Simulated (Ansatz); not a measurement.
**hcp Fe (model structure)**

These are r²SCAN+rVV10 in Ansatz (PAW) values and carry that method's errors.

Run with plane-wave cutoff 500 eV, 36×36×18 k mesh (along the axes of the cell as run), Fermi–Dirac smearing 0.1 eV, no spin polarisation, scalar-relativistic PAW data made under PBE.

Cell (relaxed at this level):

```xyz
2
Lattice="1.2140 -2.1027 0.0000 1.2140 2.1027 0.0000 0.0000 0.0000 3.8383" Properties=species:S:1:pos:R:3 pbc="T T T"
Fe     1.2140     0.7009     0.9596
Fe     1.2140    -0.7009     2.8787
```

* **band gap**: none

Note: the relaxation could raise the start's symmetry but not lower it, so the cell can be a saddle point.

Computed values are for the static lattice.

It cost around 10 core-minutes (rough) of CPU time.

A model structure was made by putting elements into a prototype or built by hand; it is no filed structure, need not be a known phase, and can be a saddle point held by its symmetry.

Ansatz is a program for electronic structure.
